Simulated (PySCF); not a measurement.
## MgF: one state, many levels of theory

State: ²Σ⁺ (doublet), unpaired electrons σ ↑. Set-up: Mg pcseg-2, F pcseg-2; no relativity (PySCF 2.14). De refers to Mg + F in their high-spin ground configurations, without counterpoise correction. The functionals are run spin-unrestricted. A positive dipole means Mg(−)F(+).

| Level | Re (Å) | ωe (cm⁻¹) | De (eV) | μ (D) |
| --- | --- | --- | --- | --- |
| UHF | 1.748 | 737 | 3.38 | -3.24 |
| UHF-MP2 | 1.777 | 699 | 4.95 | n/a |
| UHF-SCS-MP2 | 1.775 | 701 | 4.67 | n/a |
| UHF-CCSD | 1.768 | 710 | 4.28 | n/a |
| UHF-CCSD(T) | 1.772 | 705 | 4.38 | n/a |
| PBE | 1.788 | 668 | 4.64 | -3.23 |
| PBEsol | 1.778 | 680 | 4.87 | -3.21 |
| r²SCAN | 1.769 | 699 | 4.73 | -3.22 |
| r²SCANh | 1.764 | 707 | 4.63 | -3.25 |
| PBE0 | 1.767 | 700 | 4.42 | -3.28 |
| M06 | 1.765 | 700 | 4.36 | -3.43 |

(1) Which functional lies closest to UHF-CCSD(T) in De, which farthest, and by how much do they differ from it?

(2) What does a quarter of exact exchange do here, going from PBE to PBE0?

(3) What does the step from GGA to meta-GGA do here, going from PBE to r²SCAN?

Correlated steps freeze 2 core orbitals. The state was picked by a PBE0 search and need not be the measured ground state.

The whole job (state search and all levels along the bond) took about 2.3 min on 1 thread of Arm Neoverse V1 (shared host), peak memory 0.59 GiB.

Answers

(1) Closest is M06 (-0.7 pm in Re, -0.7 % in ωe, -0.02 eV in De against UHF-CCSD(T) in the same basis), farthest PBEsol (+0.6 pm in Re, -3.5 % in ωe, +0.49 eV in De). CCSD(T) converges more slowly with the basis than the functionals do and binds too weakly in this one, so the order can change at the basis-set limit.

(2) PBE0 less PBE: -2.1 pm in Re, +4.8 % in ωe, -0.22 eV in De. Exact exchange removes part of the self-interaction that spreads semilocal densities, and in most molecules shortens and stiffens the bond and lowers De; so it does here.

(3) r²SCAN less PBE: -1.9 pm in Re, +4.6 % in ωe, +0.09 eV in De.
